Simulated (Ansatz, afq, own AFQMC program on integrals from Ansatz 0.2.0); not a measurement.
**CH2Al (doublet): quantum Monte Carlo beside coupled cluster at distance Al1–C2 = 2.216 Å, cc-pVDZ**

Aim: compute CH2Al (doublet) with auxiliary-field quantum Monte Carlo on the same integrals as coupled cluster, and set the energies side by side.

Method: cc-pVDZ, frozen cores; program: Ansatz 0.2.0, Gaussian basis, and an in-house AFQMC program (afq) on its integrals; all values are calculated.

To be run: PBE (unrestricted); r2SCAN (unrestricted); PBE0 (unrestricted); B3LYP (unrestricted); wB97M-V (unrestricted); B2PLYP (unrestricted); CCSD(T) on UHF; CCSDT(Q) on UHF; Phaseless AFQMC, CISD trial on UHF.

5 further runs of the same task are left out: 2 for a known fault of the program, 3 that didn't finish.

## (1) The system

The geometry derives from a PBE0/def2-TZVP stationary point (not a proven minimum). One bond is set to the value named and the two fragments are kept rigid.

4 atoms, charge 0, spin multiplicity 2.

Atoms are counted from 1 here; the program's logs count them from 0.

Bond lengths: Al1–C2 2.216 Å, C2–H3 1.094 Å, C2–H4 1.094 Å. Angles: Al1–C2–H3 125.0°, Al1–C2–H4 125.0°, H3–C2–H4 109.9°.

## (2) PBE (unrestricted)

Input file in.yaml:

```yaml
crystal:
  periodic: [false, false, false]
  atoms:
    - {symbol: Al, position_ang: [0.000000, 0.000000, 0.788858]}
    - {symbol: C, position_ang: [0.000000, 0.000000, -1.427142]}
    - {symbol: H, position_ang: [0.000000, -0.896128, -2.055490]}
    - {symbol: H, position_ang: [0.000000, 0.896128, -2.055490]}
basis:
  gaussian: {orbitals: cc-pVDZ}
magnetization: {spin_polarized: true, initial_magnetization: 1}
hamiltonian: {xc: {name: PBE}}
output: {orbitals: {seedname: orbitals}}
```

Command:

```sh
> ansatz run in.yaml --threads 1 --pin off --events-out ev --progress --plain --max-ram 1382MiB
```

The log of the run:

```text
Functional definition: PBE
  name "PBE"
  cite "Perdew, Burke & Ernzerhof, Phys. Rev. Lett. 77, 3865 (1996) doi:10.1103/PhysRevLett.77.3865"
  parent pbe
  parameter kappa = 0.804
  parameter beta = 0.06672455060314922
  exchange = pbe_x(kappa = kappa, mu = beta*pi^2/3)
  correlation = pbe_c(beta = beta)
549 factors; their error is unknown
mean field evaluation 1: about -7638.8854 eV, gradient 5.1e1 eV
mean field evaluation 2: about -7477.1641 eV, gradient 9.9e1 eV
mean field evaluation 4: about -7649.2604 eV, gradient 2.7e1 eV
mean field evaluation 8: about -7658.3308 eV, gradient 1.6e-1 eV
mean field evaluation 16: about -7658.3054 eV, gradient 1.8e-4 eV
mean field evaluation 32: about -7656.9183 eV, gradient 1.2e0 eV
mean field -7658.30536525 eV, -281.4375311872 hartree, gradient 2.1e-5 eV, S^2 0.754240; 5 other end points of the search recorded, 0 dependent functions left out
reference -7658.30539473 eV, -281.4375322703 hartree; 11, 10 occupied and 31, 32 virtual orbitals, 549 factors
Total energy: -7658.30539473 eV, -281.4375322703 hartree
```

Run time: 2.7 s. Hardware: 1 thread of Intel Xeon Platinum 8259CL at 2.50GHz (Skylake/Cascade Lake), shared host.

From the report: ⟨S²⟩ of the determinant 0.754 (pure doublet: 0.75).

## (3) r2SCAN (unrestricted)

Changes to in.yaml since step 2:

```diff
@@ -10,3 +10,2 @@
 magnetization: {spin_polarized: true, initial_magnetization: 1}
-hamiltonian: {xc: {name: PBE}}
-output: {orbitals: {seedname: orbitals}}
+hamiltonian: {xc: {name: r2SCAN}}
```

The command is unchanged.

The log of the run:

```text
Functional definition: r2SCAN
  name "r2SCAN"
  cite "Furness, Kaplan, Ning, Perdew & Sun, J. Phys. Chem. Lett. 11, 8208 (2020) doi:10.1021/acs.jpclett.0c02405"
  cite "Furness, Kaplan, Ning, Perdew & Sun, J. Phys. Chem. Lett. 11, 9248 (2020) doi:10.1021/acs.jpclett.0c03077"
  parent r2scan
  parameter k0 = 0.174
  parameter k1 = 0.065
  parameter a1 = 4.9479
  exchange = r2scan_x(k0 = k0, k1 = k1, a1 = a1)
  correlation = r2scan_c
549 factors; their error is unknown
mean field evaluation 1: about -7645.1700 eV, gradient 4.6e1 eV
mean field evaluation 2: about -7503.7554 eV, gradient 9.5e1 eV
mean field evaluation 4: about -7654.5762 eV, gradient 2.4e1 eV
mean field evaluation 8: about -7662.1279 eV, gradient 2.5e-1 eV
mean field evaluation 16: about -7662.1039 eV, gradient 3.9e-5 eV
mean field evaluation 32: about -7660.6611 eV, gradient 9.8e-1 eV
mean field -7662.10392210 eV, -281.5771255766 hartree, gradient 3.8e-5 eV, S^2 0.757524; 4 other end points of the search recorded, 0 dependent functions left out
reference -7662.10393352 eV, -281.5771259961 hartree; 11, 10 occupied and 31, 32 virtual orbitals, 549 factors
Total energy: -7662.10393352 eV, -281.5771259961 hartree
```

It took 4.5 s on 1 thread of Intel Xeon Platinum 8259CL at 2.50GHz (Skylake/Cascade Lake), shared host.

From the report: ⟨S²⟩ of the determinant 0.758 (pure doublet: 0.75).

## (4) PBE0 (unrestricted)

Changes to in.yaml since step 3:

```diff
@@ -10,2 +10,3 @@
 magnetization: {spin_polarized: true, initial_magnetization: 1}
-hamiltonian: {xc: {name: r2SCAN}}
+hamiltonian: {xc: {name: PBE0}}
+output: {orbitals: {seedname: orbitals}}
```

The command is unchanged.

The log of the run (excerpt; [...] marks lines left out):

```text
Functional definition: PBE0
  name "PBE0"
  cite "Adamo & Barone, J. Chem. Phys. 110, 6158 (1999) doi:10.1063/1.478522"
  cite "Perdew, Burke & Ernzerhof, Phys. Rev. Lett. 77, 3865 (1996) doi:10.1103/PhysRevLett.77.3865"
  parent pbe
[...]
401 factors; integrals over basis functions are off by at most 1.3e-3 eV
[...]
mean field -7659.13030031 eV, -281.4678469912 hartree, gradient 2.0e-5 eV, S^2 0.755298; 4 other end points of the search recorded, 0 dependent functions left out
reference -7659.13032259 eV, -281.4678478103 hartree; 11, 10 occupied and 31, 32 virtual orbitals, 401 factors
Total energy: -7659.13032259 eV, -281.4678478103 hartree
```

Wall time 3.6 s (1 thread of Intel Xeon Platinum 8259CL at 2.50GHz (Skylake/Cascade Lake), shared host).

From the report: ⟨S²⟩ of the determinant 0.755 (pure doublet: 0.75).

## (5) B3LYP (unrestricted)

Changes to in.yaml since step 4:

```diff
@@ -10,3 +10,2 @@
 magnetization: {spin_polarized: true, initial_magnetization: 1}
-hamiltonian: {xc: {name: PBE0}}
-output: {orbitals: {seedname: orbitals}}
+hamiltonian: {xc: {name: B3LYP}}
```

The command is unchanged.

The log of the run (excerpt; [...] marks lines left out):

```text
Functional definition: B3LYP
  name "B3LYP"
  cite "Stephens, Devlin, Chabalowski & Frisch, J. Phys. Chem. 98, 11623 (1994) doi:10.1021/j100096a001"
  cite "Becke, Phys. Rev. A 38, 3098 (1988) doi:10.1103/PhysRevA.38.3098"
  cite "Lee, Yang & Parr, Phys. Rev. B 37, 785 (1988) doi:10.1103/PhysRevB.37.785"
  cite "Vosko, Wilk & Nusair, Can. J. Phys. 58, 1200 (1980) doi:10.1139/p80-159"
[...]
401 factors; integrals over basis functions are off by at most 1.3e-3 eV
[...]
mean field -7664.29788958 eV, -281.6577523945 hartree, gradient 6.4e-5 eV, S^2 0.754124; 3 other end points of the search recorded, 0 dependent functions left out
reference -7664.29807502 eV, -281.6577592092 hartree; 11, 10 occupied and 31, 32 virtual orbitals, 401 factors
Total energy: -7664.29807502 eV, -281.6577592092 hartree
```

Wall time 2.6 s (1 thread of Intel Xeon Platinum 8259CL at 2.50GHz (Skylake/Cascade Lake), shared host).

From the report: ⟨S²⟩ of the determinant 0.754 (pure doublet: 0.75).

## (6) wB97M-V (unrestricted)

Changes to in.yaml since step 5:

```diff
@@ -10,2 +10,3 @@
 magnetization: {spin_polarized: true, initial_magnetization: 1}
-hamiltonian: {xc: {name: B3LYP}}
+hamiltonian: {xc: {name: wB97M-V}}
+output: {orbitals: {seedname: orbitals}}
```

The command is unchanged.

The log of the run (excerpt; [...] marks lines left out):

```text
Functional definition: wB97M-V
  name "wB97M-V"
  cite "Mardirossian & Head-Gordon, J. Chem. Phys. 144, 214110 (2016) doi:10.1063/1.4952647"
  cite "Becke, J. Chem. Phys. 107, 8554 (1997) doi:10.1063/1.475007"
  cite "Vydrov & Van Voorhis, J. Chem. Phys. 133, 244103 (2010) doi:10.1063/1.3521275"
  # Of w^i u^j: cxij and so on, Table III.
[...]
  gx(w, u) = 1 - cx + cx01*u + cx10*w
  gss(w, u) = css00 + css04*u^4 + css10*w + css20*w^2 + css43*w^4*u^3
  gos(w, u) = cos00 + cos10*w + (cos20 + cos21*u)*w^2 + (cos60 + cos61*u)*w^6
[...]
      + integral(e_c_pw_mod_opposite_spin*gos(b97_w_opposite, b97_u_opposite)) + vv10(b, c)
401 factors; integrals over basis functions are off by at most 1.3e-3 eV
145 factors; integrals over basis functions are off by at most 9.1e-6 eV
[...]
mean field -7662.59842212 eV, -281.5952981173 hartree, gradient 1.9e-5 eV, S^2 0.753457; 1 other end points of the search recorded, 0 dependent functions left out
reference -7662.59845603 eV, -281.5952993633 hartree; 11, 10 occupied and 31, 32 virtual orbitals, 401 factors
Total energy: -7662.59845603 eV, -281.5952993633 hartree
```

Wall time 10 s (1 thread of Intel Xeon Platinum 8259CL at 2.50GHz (Skylake/Cascade Lake), shared host).

From the report: ⟨S²⟩ of the determinant 0.753 (pure doublet: 0.75).

## (7) B2PLYP (unrestricted)

Changes to in.yaml since step 6:

```diff
@@ -10,3 +10,3 @@
 magnetization: {spin_polarized: true, initial_magnetization: 1}
-hamiltonian: {xc: {name: wB97M-V}}
-output: {orbitals: {seedname: orbitals}}
+hamiltonian: {xc: {name: B2PLYP}}
+correlation: {electrons: outside_noble_gas}
```

Launched as before.

The log of the run (excerpt; [...] marks lines left out):

```text
Functional definition: B2PLYP
  name "B2PLYP"
  cite "Grimme, J. Chem. Phys. 124, 034108 (2006) doi:10.1063/1.2148954"
  cite "Becke, Phys. Rev. A 38, 3098 (1988) doi:10.1103/PhysRevA.38.3098"
  cite "Lee, Yang & Parr, Phys. Rev. B 37, 785 (1988) doi:10.1103/PhysRevB.37.785"
[...]
401 factors; integrals over basis functions are off by at most 1.3e-3 eV
[...]
mean field -7657.62473874 eV, -281.4125186241 hartree, gradient 2.7e-6 eV, S^2 0.756867; 8 other end points of the search recorded, 0 dependent functions left out
6 core orbitals not correlated: weight in the atoms' cores, before any rotation towards them, 1.000 or more for the frozen orbitals, at most 0.000 for the correlated occupied ones
reference -7657.62485712 eV, -281.4125229745 hartree; 5, 4 occupied and 31, 32 virtual orbitals, 401 factors
second order -5.58776788 eV of doubles, -0.00000000 eV of singles
Total energy: -7659.13355445 eV, -281.4679665787 hartree
```

Wall time 5.5 s (1 thread of Intel Xeon Platinum 8259CL at 2.50GHz (Skylake/Cascade Lake), shared host).

From the report: ⟨S²⟩ of the determinant 0.757 (pure doublet: 0.75).

## (8) CCSD(T) on UHF

Changes to in.yaml since step 7:

```diff
@@ -10,3 +10,2 @@
 magnetization: {spin_polarized: true, initial_magnetization: 1}
-hamiltonian: {xc: {name: B2PLYP}}
-correlation: {electrons: outside_noble_gas}
+correlation: {method: ccsd_t, electrons: outside_noble_gas, hamiltonian_folder: ham}
```

The command is unchanged.

The log of the run (excerpt; [...] marks lines left out):

```text
Functional definition: HF
  name "HF"
  cite "Fock, Z. Phys. 61, 126 (1930) doi:10.1007/BF01340294"
  parent pbe
[...]
401 factors; integrals over basis functions are off by at most 1.3e-3 eV
[...]
mean field -7642.94191585 eV, -280.8729348355 hartree, gradient 9.2e-8 eV, S^2 0.771604; 22 other end points of the search recorded, 0 dependent functions left out
determinant -7642.94191585 eV, -280.8729348355 hartree, with singles and doubles -7648.28633728 eV, -281.0693387005 hartree
determinant -7641.40352564 eV, -280.8164000380 hartree, with singles and doubles -7646.45455077 eV, -281.0020217877 hartree
determinant -7641.27561317 eV, -280.8116993415 hartree, with singles and doubles -7645.95666288 eV, -280.9837247451 hartree
determinant -7641.27230792 eV, -280.8115778757 hartree, with singles and doubles -7646.48108387 eV, -281.0029968611 hartree
[...]
determinant -7639.71924578 eV, -280.7545038946 hartree, with singles and doubles -7644.79545279 eV, -280.9410510617 hartree
determinant -7642.94190214 eV, -280.8729343317 hartree, with singles and doubles -7648.28672429 eV, -281.0693529229 hartree
determinant -7642.94191585 eV, -280.8729348355 hartree, with singles and doubles -7648.28693617 eV, -281.0693607091 hartree
determinant -7642.94190214 eV, -280.8729343317 hartree, with singles and doubles -7648.28699523 eV, -281.0693628796 hartree
6 core orbitals not correlated: weight in the atoms' cores, before any rotation towards them, 1.000 or more for the frozen orbitals, at most 0.000 for the correlated occupied ones
reference -7642.94191585 eV, -280.8729348355 hartree; 5, 4 occupied and 31, 32 virtual orbitals, 401 factors
second order -4.41533975 eV of doubles, -0.00000000 eV of singles
cycle   1  -5.34501889 eV  change    1.4e-6 eV  update   4.0e-6
perturbative correction -0.14068540 eV, -0.0051700930 hartree
Total energy: -7648.42762014 eV, -281.0745307497 hartree
```

Wall time 8.5 s (1 thread of Intel Xeon Platinum 8259CL at 2.50GHz (Skylake/Cascade Lake), shared host).

From the report: ⟨S²⟩ of the determinant 0.772 (pure doublet: 0.75); correlation -5.4857 eV; T1 0.021; largest double amplitude 0.09.

This run also writes the integrals to the folder ham.

## (9) CCSDT(Q) on UHF

Changes to in.yaml since step 8:

```diff
@@ -10,2 +10,2 @@
 magnetization: {spin_polarized: true, initial_magnetization: 1}
-correlation: {method: ccsd_t, electrons: outside_noble_gas, hamiltonian_folder: ham}
+correlation: {method: ccsdt_q, electrons: outside_noble_gas}
```

Same command.

The log of the run (excerpt; [...] marks lines left out):

```text
Functional definition: HF
  name "HF"
  cite "Fock, Z. Phys. 61, 126 (1930) doi:10.1007/BF01340294"
  parent pbe
[...]
783 factors; integrals over basis functions are off by at most 2.1e-7 eV
[...]
mean field -7642.94193294 eV, -280.8729354633 hartree, gradient 9.2e-8 eV, S^2 0.771617; 22 other end points of the search recorded, 0 dependent functions left out
determinant -7642.94193294 eV, -280.8729354633 hartree, with singles and doubles -7648.28635579 eV, -281.0693393806 hartree
determinant -7641.40355428 eV, -280.8164010903 hartree, with singles and doubles -7646.45456157 eV, -281.0020221845 hartree
determinant -7641.27564034 eV, -280.8117003397 hartree, with singles and doubles -7645.95667299 eV, -280.9837251168 hartree
determinant -7641.27233117 eV, -280.8115787301 hartree, with singles and doubles -7646.48109926 eV, -281.0029974269 hartree
[...]
determinant -7642.94191916 eV, -280.8729349572 hartree, with singles and doubles -7648.28674287 eV, -281.0693536056 hartree
determinant -7642.94193294 eV, -280.8729354633 hartree, with singles and doubles -7648.28695489 eV, -281.0693613973 hartree
determinant -7642.94191916 eV, -280.8729349572 hartree, with singles and doubles -7648.28701384 eV, -281.0693635634 hartree
6 core orbitals not correlated: weight in the atoms' cores, before any rotation towards them, 1.000 or more for the frozen orbitals, at most 0.000 for the correlated occupied ones
reference -7642.94193294 eV, -280.8729354633 hartree; 5, 4 occupied and 31, 32 virtual orbitals, 783 factors
second order -4.41535700 eV of doubles, -0.00000000 eV of singles
cycle   1  -5.03690038 eV  change   -6.2e-1 eV  update   8.2e-2
[...]
cycle  21  -5.51251323 eV  change   -1.2e-8 eV  update   8.4e-7
perturbative correction -0.00975896 eV, -0.0003586351 hartree
Total energy: -7648.46420512 eV, -281.0758752229 hartree
```

Run time: 25 s. Hardware: 1 thread of Intel Xeon Platinum 8259CL at 2.50GHz (Skylake/Cascade Lake), shared host; peak memory 0.26 GiB.

From the report: ⟨S²⟩ of the determinant 0.772 (pure doublet: 0.75); correlation -5.5223 eV; T1 0.022; largest double amplitude 0.10.

## (10) Phaseless AFQMC, CISD trial on UHF

It reads the integrals that the CCSD(T) run on this determinant wrote.

Command:

```sh
> afq ham --method phaseless --trial cisd --walkers 60 --populations 1 --least-time 40 --time-step 0.005 --steps-per-block 50 --equilibration-blocks 28 --max-blocks 300 --target-error 0.00036 --factor-cut 1e-05 --start spin_pure --seed 621 --release-times 0.24,0.51,0.99,1.62,2.4 --release-step 0.03 --release-every 4 --taylor-order 6
```

The log of the run:

```text
orbitals 36  electrons 5 4  factors 268 of 401
reference energy -280.87293484 Eh
CCSD correlation -0.19642560 Eh in 14 cycles, weight of the determinant in the CISD state 0.8716
energy of the start -281.068566 Eh
 block  time / (1/Eh)  mean weight  energy / Eh
     1     0.250  1.0003  -281.066332
     2     0.500  0.9977  -281.067498
     3     0.750  0.9988  -281.069151
     4     1.000  0.9992  -281.069090
     5     1.250  1.0000  -281.070699
     6     1.500  1.0001  -281.069278
     7     1.750  1.0008  -281.073438
     8     2.000  1.0013  -281.075959
     9     2.250  0.9992  -281.073574
    10     2.500  1.0008  -281.070178
    17     4.250  0.9993  -281.085266
    25     6.250  1.0002  -281.073103
    33     8.250  1.0000  -281.069955
    41    10.250  1.0015  -281.073034
    49    12.250  1.0003  -281.086951
    57    14.250  1.0015  -281.077279
    65    16.250  1.0008  -281.075139
    73    18.250  1.0002  -281.075431
    81    20.250  1.0027  -281.075784
    89    22.250  0.9984  -281.072981
    97    24.250  0.9991  -281.078776
   105    26.250  1.0008  -281.082036
   113    28.250  0.9991  -281.072430
   121    30.250  1.0011  -281.072060
   129    32.250  1.0006  -281.075829
   137    34.250  0.9943  -281.077853
   145    36.250  0.9992  -281.071567
   153    38.250  1.0013  -281.076898
   161    40.250  1.0023  -281.084995
   169    42.250  0.9985  -281.073262
   177    44.250  0.9997  -281.072229
   185    46.250  1.0009  -281.074300
   193    48.250  0.9984  -281.073319
   201    50.250  0.9990  -281.071694
   209    52.250  0.9971  -281.075592
   217    54.250  1.0010  -281.069596
   225    56.250  0.9984  -281.071149
   233    58.250  1.0013  -281.074664
   241    60.250  1.0006  -281.072202
   249    62.250  0.9995  -281.073724
   257    64.250  0.9982  -281.078472
   265    66.250  1.0014  -281.077602
   273    68.250  1.0012  -281.084992
   281    70.250  1.0011  -281.079453
   289    72.250  1.0008  -281.076940
   297    74.250  1.0008  -281.073944
   305    76.250  1.0026  -281.076774
   313    78.250  1.0007  -281.076915
   321    80.250  0.9994  -281.072684
blocks merged  error / Eh  count
     1  0.000221  300
     2  0.000259  150
     4  0.000314  75
     8  0.000340  37
    16  0.000394  18
    32  0.000423  9
released: time / (1/Eh)  energy / Eh  error  mean overlap
  0.24  -281.075788  0.000479  0.9990
  0.51  -281.075765  0.000420  1.0043
  0.99  -281.076007  0.000330  0.9935
  1.62  -281.075900  0.000385  1.0052
  2.40  -281.076350  0.000456  1.0059
energy -281.075791 +/- 0.000394 Eh
```

It took 7.7 min on 1 thread of Intel Xeon Platinum 8259CL at 2.50GHz (Skylake/Cascade Lake), shared host.

Energy -7648.4619 ± 0.0107 eV. Caveats: constraint bias not in the error.

## (11) AFQMC on the ladder

On the UHF determinant, counted from CCSDT(Q) (a yardstick, not exact):

| level | energy (eV) | from CCSDT(Q) (kJ/mol) | statistical error (kJ/mol) | time |
| --- | --- | --- | --- | --- |
| HF | -7642.9419 | +532.8 |  |  |
| MP2 | -7647.3573 | +106.8 |  |  |
| CCSD | -7648.2869 | +17.1 |  |  |
| CCSD(T) | -7648.4276 | +3.5 |  |  |
| CCSDT(Q) | -7648.4642 | 0.0 |  |  |
| Phaseless AFQMC, CISD trial, step 0.005, 60 walkers | -7648.4619 | +0.2 | 1.0 | 7.7 min |

The functionals' totals stand on their own zeros and serve differences with other points: PBE -7658.305 eV; r2SCAN -7662.104 eV; PBE0 -7659.130 eV; B3LYP -7664.298 eV; wB97M-V -7662.598 eV; B2PLYP -7659.134 eV.

## (12) Outcome

| quantity | value |
| --- | --- |
| CCSD(T) on UHF from CCSDT(Q) | +3.5 kJ/mol |
| Phaseless AFQMC, CISD trial on UHF from CCSDT(Q) | +0.2 ± 1.0 kJ/mol |

What this shows: On UHF the phaseless walk with the CISD trial lies +0.2 kJ/mol from CCSDT(Q), within three error bars. Error bars are statistical and leave out the constraint, the time step and what remains of the start.
